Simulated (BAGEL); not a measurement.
**One shape, several levels: BNH4S (SMILES NBS)**

Aim: a comparison of 3 runs (HF/3-21G, PBE0/cc-pVDZ, PBE0/def2-SVP) of BNH4S. 

Program for the calculation: BAGEL 1.2.2.

3 further runs of the same task are left out: 2 that didn't finish, 1 set aside as unsound or not needed.

### 1 The molecule

BNH4S: 7 atoms, total charge 0, spin state singlet. As SMILES, `NBS`. Geometry: relaxed at PBE0-D4/def2-TZVP. This is one conformer, not always the lowest.

Bond lengths: N1–B2 1.391 Å, B2–S3 1.816 Å, N1–H4 1.006 Å, N1–H5 1.004 Å, B2–H6 1.194 Å, S3–H7 1.339 Å. Angles: N1–B2–S3 120.0°, N1–B2–H6 119.9°, S3–B2–H6 120.1°, B2–N1–H4 124.2°, B2–N1–H5 121.9°, B2–S3–H7 96.3°, H4–N1–H5 113.8°.

### 2 The energy at HF/3-21G (run 1)

File hf.json:

```json
{ "bagel" : [

{
  "title" : "molecule",
  "basis" : "3-21g",
  "df_basis" : "qzvpp-jkfit",
  "geometry" : [
    { "atom" : "N", "xyz" : [ -1.73703625,  0.74304031, -1.15670136 ] },
    { "atom" : "B", "xyz" : [  0.29668700,  0.27268748,  0.44238489 ] },
    { "atom" : "S", "xyz" : [  2.05753380, -2.65997849,  0.16251645 ] },
    { "atom" : "H", "xyz" : [ -2.33494560, -0.45410119, -2.50672170 ] },
    { "atom" : "H", "xyz" : [ -2.74841768,  2.34552807, -1.04993183 ] },
    { "atom" : "H", "xyz" : [  0.88080135,  1.79939722,  1.99668462 ] },
    { "atom" : "H", "xyz" : [  3.70121759, -2.17507477,  2.02540846 ] }
  ]
},
{ "title" : "hf", "df" : "false" },
{ "title" : "print", "file" : "orbitals.molden", "orbitals" : "true" }

]}
```

Command:

```bash
BAGEL_NUM_THREADS=1 BAGEL hf.json > hf.out
```

Standard output:

```text
* using 1 threads per process

  ===============================================================
  ===============================================================

  *** Geometry ***

  { "atom" : "N", "xyz" : [     -1.737036,      0.743040,     -1.156701 ] },
  { "atom" : "B", "xyz" : [      0.296687,      0.272687,      0.442385 ] },
  { "atom" : "S", "xyz" : [      2.057534,     -2.659978,      0.162516 ] },
  { "atom" : "H", "xyz" : [     -2.334946,     -0.454101,     -2.506722 ] },
  { "atom" : "H", "xyz" : [     -2.748418,      2.345528,     -1.049932 ] },
  { "atom" : "H", "xyz" : [      0.880801,      1.799397,      1.996685 ] },
  { "atom" : "H", "xyz" : [      3.701218,     -2.175075,      2.025408 ] },

  Number of auxiliary basis functions:      352

  Since a DF basis is specified, we compute 2- and 3-index integrals:
    o Being stored without compression. Storage requirement is 0.004 GB

  Number of basis functions:       39
  Number of electrons      :       32

    * METHOD: MOLECULE                             0.06

  *** RHF ***

  === Nuclear Repulsion ===
    89.5800083851

      * DIIS with orbital gradients will be used.

  === RHF iteration (3-21g) ===
      0       -471.14239537          0.04666579           0.02
      1       -476.07176516          0.05977616           0.02
      2       -476.52517876          0.02331748           0.02
[... 11 lines of this table left out ...]
     14       -476.63957494          0.00000000           0.02
    * SCF iteration converged.

    * Permanent dipole moment:
           (    0.609600,    -0.764557,     0.068154) a.u.

    * METHOD: HF                                   0.35

    * METHOD: PRINT                                0.00

  ===============================================================
```

Wall time 0.68 s (1 thread of Intel Xeon 6975P-C (Granite Rapids), shared host); peak memory 0.078 GiB.

### 3 A single-point energy at PBE0/cc-pVDZ (density fitting with cc-pvtz-jkfit) (run 2)

File input.json:

```json
{ "bagel" : [

{
  "title" : "molecule",
  "basis" : "cc-pvdz.json",
  "df_basis" : "cc-pvtz-jkfit",
  "angstrom" : true,
  "geometry" : [
    { "atom" : "N", "xyz" : [      -0.919200,       0.393200,      -0.612100 ] },
    { "atom" : "B", "xyz" : [       0.157000,       0.144300,       0.234100 ] },
    { "atom" : "S", "xyz" : [       1.088800,      -1.407600,       0.086000 ] },
    { "atom" : "H", "xyz" : [      -1.235600,      -0.240300,      -1.326500 ] },
    { "atom" : "H", "xyz" : [      -1.454400,       1.241200,      -0.555600 ] },
    { "atom" : "H", "xyz" : [       0.466100,       0.952200,       1.056600 ] },
    { "atom" : "H", "xyz" : [       1.958600,      -1.151000,       1.071800 ] }
  ]
},

{ "title" : "ks", "xc_func" : "pbe0" },

{ "title" : "print", "file" : "orbitals.molden", "orbitals" : true }

]}
```

The basis set cc-pVDZ is read from a file made from the Basis Set Exchange's data (not shown).

Command:

```bash
BAGEL_NUM_THREADS=1 BAGEL input.json > input.out
```

Standard output:

```text
* using 1 threads per process

  ===============================================================
  ===============================================================

  *** Geometry ***

[... 20 lines left out ...]
    * Removing 11546 points whose weight is below 1.00e-10
[... 2 lines left out ...]
  === Nuclear Repulsion ===
    89.5800082865

       - DIIS with orbital gradients will be used.

  === KS iteration (pbe0 / cc-pvdz.json) ===
      0       -464.87672141          0.08835907           0.19
      1       -462.73792255          0.17796169           0.19
      2       -469.81830529          0.10710113           0.20
[... 13 lines of this table left out ...]
     16       -480.03446339          0.00000001           0.17
    * SCF iteration converged.

    * Permanent dipole moment:
           (    0.519399,    -0.463350,     0.182059) a.u.

    * METHOD: KS                                   3.55

    * METHOD: PRINT                                0.00

  ===============================================================
```

Run time: 4.2 s. Hardware: 1 thread of Intel Xeon 6975P-C (Granite Rapids), shared host; peak memory 0.29 GiB.

### 4 Energy and forces at PBE0/def2-SVP (density fitting with qzvpp-jkfit) (run 3)

File input.json:

```json
{ "bagel" : [

{
  "title" : "molecule",
  "basis" : "svp",
  "df_basis" : "qzvpp-jkfit",
  "geometry" : [
    { "atom" : "N", "xyz" : [    -1.73703625,     0.74304031,    -1.15670136 ] },
    { "atom" : "B", "xyz" : [     0.29668700,     0.27268748,     0.44238489 ] },
    { "atom" : "S", "xyz" : [     2.05753380,    -2.65997849,     0.16251645 ] },
    { "atom" : "H", "xyz" : [    -2.33494560,    -0.45410119,    -2.50672170 ] },
    { "atom" : "H", "xyz" : [    -2.74841768,     2.34552807,    -1.04993183 ] },
    { "atom" : "H", "xyz" : [     0.88080135,     1.79939722,     1.99668462 ] },
    { "atom" : "H", "xyz" : [     3.70121759,    -2.17507477,     2.02540846 ] }
  ]
},

{
  "title" : "force",
  "method" : [
    { "title" : "ks", "xc_func" : "pbe0" }
  ]
}

]}
```

Command:

```bash
BAGEL_NUM_THREADS=1 BAGEL input.json > input.out
```

Standard output:

```text
* using 1 threads per process

  ===============================================================
  ===============================================================

  *** Geometry ***

[... 22 lines left out ...]
    * Removing 11546 points whose weight is below 1.00e-10
[... 13 lines left out ...]
    * SCF iteration converged.
[... 1 line left out ...]
    * Permanent dipole moment:
[... 34 lines left out ...]
    * METHOD: FORCE                                5.34

  ===============================================================
```

It took 5.7 s on 1 thread of Intel Xeon 6975P-C (Granite Rapids), shared host; peak memory 0.69 GiB.

### 5 All runs side by side

```
run                                              level  integral approximation      task  energy (Eh)  dipole moment (D)  HOMO energy (eV)  LUMO energy (eV)  wall time
  1                                           HF/3-21G                    none    energy  -476.639575               2.49            -10.02              4.73     0.68 s
  2  PBE0/cc-pVDZ (density fitting with cc-pvtz-jkfit)           cc-pvtz-jkfit    energy  -480.034463               1.83             -6.97              0.86      4.2 s
  3   PBE0/def2-SVP (density fitting with qzvpp-jkfit)             qzvpp-jkfit  gradient  -479.845145               1.77                 –                 –      5.7 s
```

### 6 What came out

| quantity | value |
| --- | --- |
| run 3: total energy | -479.84515 Eh |
| run 3: dipole moment | 1.77 D |
| run 3: largest force on an atom | 0.327 eV/Å |

In words: The dipole moment (its size) runs from 1.77 D (PBE0/def2-SVP) to 2.49 D (HF/3-21G). The two ends differ in method and basis. All runs together took 11 s, the longest 5.7 s.
